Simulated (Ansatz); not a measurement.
For rock-salt BaO, revPBE (Ansatz, a program for electronic structure, PAW) gives:

| Item | Value |
|---|---|
| lattice parameter a | 5.622 Å |
| bulk modulus | 63.3 GPa |
| cohesive energy | 4.69 eV/atom |

Question: What does B3LYP (VWN-RPA form) in Ansatz (PAW) give for the same quantities?

Answer: 
- lattice constant a: 5.600 Å (shrinks by 0.4 %)
- bulk modulus: 70.5 GPa (goes up by 11 %)
- cohesive energy: 4.68 eV/atom (is nearly the same)

For comparison: lattice constant a 5.54 Å (measured, 300 K, not corrected to a static lattice; as tabulated in Santana et al. (2016), arXiv:1608.06321); bulk modulus 74.1 GPa (measured, 300 K, no zero-point or thermal correction; as tabulated in Santana et al. (2016), arXiv:1608.06321); cohesive energy 5.08 ± 0.03 eV/atom (worked out here from tabulated enthalpies at 298 K, copied from a table, unchecked, brought to a static lattice with a Debye model, atoms in their spin–orbit ground levels; inputs from the CRC Handbook).

Changes are worked out from the printed values.

Unless a cell is named, each level is at its own relaxed cell (revPBE 22.21, B3LYP (VWN-RPA form) 21.95 Å³/atom).

Ansatz's density-functional and Hartree–Fock values are scalar-relativistic unless marked +SOC, with PAW data made under PBE.
